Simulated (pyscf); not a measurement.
HO–SiH₂–F + HCl → HO–SiH₂–F + HCl (four-centre exchange; singlet surface; H–O, Cl–H broken, H–O, Cl–H formed). Single points on ωB97X-D3(BJ)/def2-SVP structures (PySCF, gas phase). Correlated levels are frozen-core, on RHF or UHF. ΔMP2 is the change of the MP2 total energy from the triple- to the quadruple-zeta basis. Energies in kJ/mol from the separated reactants.

```
level                             barrier  reaction energy
--------------------------------  -------  ---------------
PBE/def2-TZVP                       100.1              0.0
r²SCAN/def2-TZVP                    108.4              0.0
PBE0-D3(BJ)/def2-TZVP               109.7              0.0
M06-2X/def2-TZVP                    119.7              0.0
MP2/def2-QZVPP                      122.6              0.0
CCSD(T)/def2-TZVPP                  136.2              0.0
CCSD(T)/def2-TZVPP + ΔMP2(QZVPP)      [?]              0.0
```

Fill in the missing entries.


- CCSD(T)/def2-TZVPP + ΔMP2(QZVPP), barrier: 131.5

Of the functionals in the table, M06-2X is closest to CCSD(T)/def2-TZVPP + ΔMP2(QZVPP) in the barrier (11.8 kJ/mol apart) and PBE least close (31.3 kJ/mol); that level has limits of its own. On the reactant side the descent ends in a complex, 18.3 kJ/mol under the separated species and 144.0 kJ/mol under the saddle at ωB97X-D3(BJ)/def2-TZVP. On the product side the descent ends in a complex, 18.5 kJ/mol under the separated species and 144.2 kJ/mol under the saddle at ωB97X-D3(BJ)/def2-TZVP. One saddle was located; it need not be the lowest between these sides. The CCSD(T) − MP2 part came from Ansatz, without density fitting, on the same reference.
